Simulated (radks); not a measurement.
# Cl²⁺ in [Ne] 3s2 3p3: an all-electron calculation

The task here is to estimate one member of a computed series from the others.

Program: radks (a radial shooting solver on a logarithmic mesh, Libxc functionals) version 1. Level of theory: scalar-relativistic Kohn-Sham, BP86, spin-polarised, spherical densities, point nucleus; open shells are filled with parallel spins first. These are calculated values, not measurements, unless marked.

## The atom as given

```
element       : chlorine (Z = 17)
charge        : +2
electrons     : 15
configuration : [Ne] 3s2 3p3
```

Outer shells as boxes (Hund's rule):

Cl²⁺
```
[Ne] core
3s [↑↓]
3p [↑ ][↑ ][↑ ]
```

Set-up of the first run:

Input:

```text
Z 17
configuration [Ne] 3s2 3p3 4s0 3d0 4p0 4f0
relativity scalar-relativistic
functional b88,p86
spin polarised
nucleus point
c 137.035999084
```

Launch:

```bash
$ python run_ks.py task.json out
```

The same process makes all the runs of this session.

One table of the session follows, with a row left open; its other results are not shown here.

It belongs to the step «Shells». Radial moments (bohr):

```
  level      <r>  outermost maximum (interpolated)  90 % within  nodes
  1s up  0.09095                            0.0595        0.162      0
1s down  0.09094                            0.0594        0.162      0
  2s up   0.4439                             0.361        0.694      1
2s down   0.4436                             0.362        0.693      1
  2p up   0.4064                             0.301        0.675      0
2p down   0.4061                             0.302        0.674      0
  3s up        ?                                 ?            ?      ?
3s down    1.449                              1.24         2.17      2
  3p up    1.585                              1.34         2.41      1
3p down    1.623                              1.35         2.49      1
  3d up    2.075                              1.62         3.34      0
  4s up    3.702                              3.34         5.38      3
3d down    2.330                              1.74         3.85      0
```

Estimate the missing values for 3s up.

**Answer.** <r>: 1.436; outermost maximum (interpolated): 1.25; 90 % within: 2.14; nodes: 2. In the column «<r>» it lies between 2s up (0.4439) and 3s down (1.449).

To keep in mind: Open shells are spherical and high-spin; term and fine-structure splittings are not resolved.
